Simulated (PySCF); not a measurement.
**Atomic charges against the basis set**

C4H4F2.
Atom-mapped SMILES: `[F:1][CH2:2][C:3]#[C:4][CH2:5][F:6]` (hydrogens: H7, H8 on C2; H9, H10 on C5)

PBE0 throughout (PySCF), one geometry, spherical d and f functions. Geometry: PBE0-D3(BJ)/def2-SVP; no solvent, vibrations or thermal averaging. Atoms taken as equivalent share a column and are averaged.

Mulliken charges (e):

```json
{"basis": "STO-3G", "functions": "34", "F1/F6": "-0.096", "C2/C5": "-0.049", "C3/C4": "-0.054", "H7/H8/H9/H10": "+0.100"}
{"basis": "6-31G", "functions": "62", "F1/F6": "-0.329", "C2/C5": "+0.004", "C3/C4": "-0.076", "H7/H8/H9/H10": "+0.200"}
{"basis": "pcSseg-0", "functions": "62", "F1/F6": "-0.375", "C2/C5": "+0.046", "C3/C4": "-0.192", "H7/H8/H9/H10": "+0.260"}
{"basis": "6-31G*", "functions": "92", "F1/F6": "-0.327", "C2/C5": "-0.056", "C3/C4": "-0.002", "H7/H8/H9/H10": "+0.192"}
{"basis": "cc-pVDZ", "functions": "104", "F1/F6": "-0.227", "C2/C5": "+0.215", "C3/C4": "-0.125", "H7/H8/H9/H10": "+0.069"}
{"basis": "def2-SVP", "functions": "104", "F1/F6": "-0.263", "C2/C5": "+0.322", "C3/C4": "-0.187", "H7/H8/H9/H10": "+0.064"}
{"basis": "pcSseg-1", "functions": "122", "F1/F6": "-0.320", "C2/C5": "+0.217", "C3/C4": "-0.173", "H7/H8/H9/H10": "+0.138"}
{"basis": "aug-cc-pVDZ", "functions": "174", "F1/F6": "-0.434", "C2/C5": "+0.760", "C3/C4": "-0.198", "H7/H8/H9/H10": "-0.064"}
{"basis": "6-311+G(2d,p)", "functions": "186", "F1/F6": "-0.237", "C2/C5": "-0.313", "C3/C4": "+0.210", "H7/H8/H9/H10": "+0.170"}
{"basis": "def2-TZVP", "functions": "210", "F1/F6": "-0.207", "C2/C5": "-0.069", "C3/C4": "+0.005", "H7/H8/H9/H10": "+0.136"}
{"basis": "cc-pVTZ", "functions": "236", "F1/F6": "-0.209", "C2/C5": "+0.111", "C3/C4": "-0.056", "H7/H8/H9/H10": "+0.077"}
{"basis": "IGLO-III", "functions": "250", "F1/F6": "-0.244", "C2/C5": "+0.023", "C3/C4": "-0.048", "H7/H8/H9/H10": "+0.134"}
```

IAO charges (e):

| basis | functions | F1/F6 | C2/C5 | C3/C4 | H7/H8/H9/H10 |
| --- | --- | --- | --- | --- | --- |
| STO-3G | 34 | -0.125 | -0.110 | -0.051 | +0.143 |
| 6-31G | 62 | -0.290 | -0.009 | -0.048 | +0.173 |
| pcSseg-0 | 62 | -0.282 | -0.006 | -0.050 | +0.169 |
| 6-31G* | 92 | -0.299 | +0.031 | -0.053 | +0.161 |
| cc-pVDZ | 104 | -0.302 | +0.028 | -0.054 | +0.164 |
| def2-SVP | 104 | -0.304 | +0.032 | -0.050 | +0.161 |
| pcSseg-1 | 122 | -0.310 | +0.032 | -0.055 | +0.167 |
| aug-cc-pVDZ | 174 | -0.319 | +0.028 | -0.051 | +0.171 |
| 6-311+G(2d,p) | 186 | -0.319 | +0.026 | -0.051 | +0.172 |
| def2-TZVP | 210 | -0.318 | +0.031 | -0.052 | +0.170 |
| cc-pVTZ | 236 | -0.315 | +0.029 | -0.053 | +0.169 |
| IGLO-III | 250 | -0.319 | +0.027 | -0.052 | +0.172 |

Hirshfeld charges (e):

```tsv
basis	functions	F1/F6	C2/C5	C3/C4	H7/H8/H9/H10
STO-3G	34	-0.068	+0.099	-0.083	+0.026
6-31G	62	-0.128	+0.062	-0.056	+0.061
pcSseg-0	62	-0.120	+0.057	-0.055	+0.059
6-31G*	92	-0.116	+0.057	-0.058	+0.058
cc-pVDZ	104	-0.104	+0.043	-0.057	+0.059
def2-SVP	104	-0.112	+0.044	-0.052	+0.060
pcSseg-1	122	-0.116	+0.043	-0.051	+0.062
aug-cc-pVDZ	174	-0.115	+0.035	-0.050	+0.065
6-311+G(2d,p)	186	-0.119	+0.040	-0.052	+0.065
def2-TZVP	210	-0.114	+0.037	-0.051	+0.064
cc-pVTZ	236	-0.111	+0.036	-0.051	+0.063
IGLO-III	250	-0.115	+0.034	-0.050	+0.065
```

ESP-fitted charges (e):

```json
{"basis": "STO-3G", "functions": "34", "F1/F6": "-0.080", "C2/C5": "-0.013", "C3/C4": "-0.069", "H7/H8/H9/H10": "+0.081"}
{"basis": "6-31G", "functions": "62", "F1/F6": "-0.259", "C2/C5": "+0.224", "C3/C4": "-0.112", "H7/H8/H9/H10": "+0.074"}
{"basis": "pcSseg-0", "functions": "62", "F1/F6": "-0.258", "C2/C5": "+0.198", "C3/C4": "-0.119", "H7/H8/H9/H10": "+0.089"}
{"basis": "6-31G*", "functions": "92", "F1/F6": "-0.172", "C2/C5": "+0.030", "C3/C4": "-0.076", "H7/H8/H9/H10": "+0.109"}
{"basis": "cc-pVDZ", "functions": "104", "F1/F6": "-0.187", "C2/C5": "+0.094", "C3/C4": "-0.099", "H7/H8/H9/H10": "+0.096"}
{"basis": "def2-SVP", "functions": "104", "F1/F6": "-0.207", "C2/C5": "+0.142", "C3/C4": "-0.109", "H7/H8/H9/H10": "+0.087"}
{"basis": "pcSseg-1", "functions": "122", "F1/F6": "-0.212", "C2/C5": "+0.118", "C3/C4": "-0.106", "H7/H8/H9/H10": "+0.100"}
{"basis": "aug-cc-pVDZ", "functions": "174", "F1/F6": "-0.207", "C2/C5": "+0.124", "C3/C4": "-0.107", "H7/H8/H9/H10": "+0.095"}
{"basis": "6-311+G(2d,p)", "functions": "186", "F1/F6": "-0.207", "C2/C5": "+0.102", "C3/C4": "-0.101", "H7/H8/H9/H10": "+0.103"}
{"basis": "def2-TZVP", "functions": "210", "F1/F6": "-0.195", "C2/C5": "+0.091", "C3/C4": "-0.099", "H7/H8/H9/H10": "+0.101"}
{"basis": "cc-pVTZ", "functions": "236", "F1/F6": "-0.186", "C2/C5": "+0.071", "C3/C4": "-0.095", "H7/H8/H9/H10": "+0.105"}
{"basis": "IGLO-III", "functions": "250", "F1/F6": "-0.200", "C2/C5": "+0.097", "C3/C4": "-0.101", "H7/H8/H9/H10": "+0.102"}
```

Some averages cover members that differ in this geometry, most widely: H7/H8/H9/H10, ESP-fitted in aug-cc-pVDZ +0.079 to +0.111; H7/H8/H9/H10, ESP-fitted in 6-311+G(2d,p) +0.088 to +0.118; H7/H8/H9/H10, ESP-fitted in IGLO-III +0.087 to +0.117; H7/H8/H9/H10, ESP-fitted in def2-TZVP +0.087 to +0.115 e.

**Question.** Which scheme is steadiest as the basis changes?

**Answer.** Largest range over the bases for any column: Hirshfeld 0.06 e, IAO 0.19 e, ESP-fitted 0.24 e, Mulliken 1.07 e. Hirshfeld charges move least and Mulliken charges most, counted in e. Without the minimal STO-3G basis the ranges are Hirshfeld 0.03, IAO 0.04, ESP-fitted 0.19, Mulliken 1.07 e.

**Question.** How much do the charges still move between the two largest bases, cc-pVTZ and IGLO-III?

**Answer.** At most, over all atoms: Mulliken 0.087 e, IAO 0.004 e, Hirshfeld 0.004 e, ESP-fitted 0.028 e.

**Question.** What do the same runs give for the total energy, the frontier levels and the dipole moment?

**Answer.** 
| basis | energy (Eh) | HOMO (eV) | LUMO (eV) | μ (D) |
| --- | --- | --- | --- | --- |
| STO-3G | -349.2896 | -5.44 | 4.10 | 0.97 |
| 6-31G | -353.9581 | -8.05 | 0.28 | 2.11 |
| pcSseg-0 | -353.2375 | -8.32 | 0.06 | 2.19 |
| 6-31G* | -354.0338 | -7.83 | 0.38 | 1.72 |
| cc-pVDZ | -354.0642 | -7.95 | 0.22 | 1.74 |
| def2-SVP | -353.7806 | -8.06 | 0.12 | 1.83 |
| pcSseg-1 | -354.0161 | -8.17 | -0.03 | 1.94 |
| aug-cc-pVDZ | -354.0962 | -8.15 | -0.37 | 1.84 |
| 6-311+G(2d,p) | -354.1623 | -8.18 | -0.32 | 1.88 |
| def2-TZVP | -354.1966 | -8.13 | -0.13 | 1.80 |
| cc-pVTZ | -354.1798 | -8.09 | -0.04 | 1.76 |
| IGLO-III | -354.2028 | -8.16 | -0.24 | 1.84 |

The dipole is fixed by the density alone, so its range of 1.22 D shows that the density itself changes with the basis, not only its division among atoms.
